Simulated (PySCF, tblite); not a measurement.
boron trifluoride and formaldehyde

A gas-phase complex of boron trifluoride and formaldehyde; neutral, singlet. The structure comes from a short search (6 tight-binding starts) and was relaxed by PBE0-D3(BJ)/def2-SVPD; another way of binding may lie lower. Frequencies by PBE0-D3(BJ)/def2-SVPD show no clear imaginary mode.

```
part               name  SMILES  atoms  charge  multiplicity
   1  boron trifluoride  FB(F)F    1–4       0             1
   2       formaldehyde     C=O    5–8       0             1
```

```
atom  part   x (Å)   y (Å)   z (Å)
  F1     1  -0.294   0.922  -0.394
  B2     1  -0.091  -0.408  -0.418
  F3     1   1.185  -0.815  -0.168
  F4     1  -1.061  -1.195   0.083
  C5     2   0.641  -1.269  -2.752
  O6     2  -0.252  -0.738  -2.124
  H7     2   1.585  -1.552  -2.254
  H8     2   0.496  -1.467  -3.827
```

Contacts between parts, classed by geometry: B2···O6 1.746 Å (partial bond).

Deforming the relaxed parts to their shape here costs 13.6 kcal/mol, which the interaction energies leave out.

Interaction energies are complex less parts, with the parts frozen as they stand in it; counterpoise-corrected, in kcal/mol (PySCF).

Q: Give the interaction energy at each level run.

A: 
| level | interaction | superposition error removed |
| --- | --- | --- |
| wB97M-D3(BJ)/def2-SVPD | -23.35 | -1.80 |
| PBE0-D3(BJ)/def2-SVPD | -24.71 | -1.92 |

Q: What holds them together? Decompose the wB97M-D3(BJ)/def2-SVPD energy: frozen parts, their antisymmetrised product, then relaxation.

A: electrostatic -53.9, Pauli repulsion +75.1, orbital relaxation -44.6, dispersion correction -1.7 kcal/mol, which sum to the value before the counterpoise correction; the Pauli term holds the exchange-correlation of the frozen density too. Of the attraction, 54 % is electrostatic, 45 % is orbital relaxation, 2 % is dispersion correction.

The parts were also relaxed and run alone, at the levels used for the complex: shieldings by PBE0/pcSseg-2; core levels by delta-SCF with SCAN, pcX-2 on the ionised atom and pcseg-1 elsewhere, spin-free X2C.

Values alone: shielding of B2 (ppm): 88.9; shielding of O6 (ppm): -448.9; F1 1s core level (eV): 694.72; B2 1s core level (eV): 202.41; O6 1s core level (eV): 539.29.

Q: How do these values change when the complex forms?

A: 
| property | alone | in the complex | change |
| --- | --- | --- | --- |
| shielding of B2 (ppm) | 88.9 | 96.7 | +7.8 |
| shielding of O6 (ppm) | -448.9 | -291.3 | +157.6 |
| F1 1s core level (eV) | 694.72 | 692.64 | -2.08 |
| B2 1s core level (eV) | 202.41 | 200.46 | -1.95 |
| O6 1s core level (eV) | 539.29 | 541.54 | +2.25 |

Q: What are the binding energy from relaxed parts (wB97M-D3(BJ)/def2-SVPD), and ΔH and ΔG of association at 298.15 K and 1 atm?

A: -9.80 kcal/mol, -7.58 with zero-point energy; ΔH -8.2 and ΔG +2.1 kcal/mol, from harmonic vibrations by PBE0-D3(BJ)/def2-SVPD with low modes damped.
